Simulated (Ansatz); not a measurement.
Process, species as SMILES: F[CH]F → C atom + 2 F atom + H atom
B3LYP-D3(BJ)/def2-TZVP geometries, fixed; electronic energies without zero-point terms.
Largest species:
```
C
F 1 1.3294
F 1 1.3294 2 111.26
H 1 1.0891 2 114.16 3 -130.99
```
Charge 0, spin multiplicity 2.

The atomisation energy at CCSD(T) with Ansatz (an electronic-structure program), in kcal/mol, split into its Hartree-Fock and correlation parts. Cores are frozen. Open shells are unrestricted. No added dispersion term, no relativity. Functions are those of the species that has most.

```tsv
basis	X	functions	Hartree-Fock	CCSD(T)
cc-pVDZ	2	47	213.95	295.74
cc-pVTZ	3	104	224.45	318.06
cc-pVQZ	4	195	225.29	324.03
```

Worked estimate of the basis-set limit from each neighbouring pair, with Hartree-Fock from the larger set and the correlation part extrapolated as X^-3.
Correlation parts: X = 2: 81.79, X = 3: 93.61, X = 4: 98.74.
- (2,3): (27·(93.61) - 8·(81.79))/19 = 98.59; with Hartree-Fock 224.45 the estimate is 323.04 kcal/mol.
- (3,4): (64·(98.74) - 27·(93.61))/37 = 102.48; with Hartree-Fock 225.29 the estimate is 327.77 kcal/mol.
The last two estimates differ by 4.74 kcal/mol; the largest set lies 3.74 from the last. Over the last step Hartree-Fock moves by 0.84 and the correlation part by 5.13.
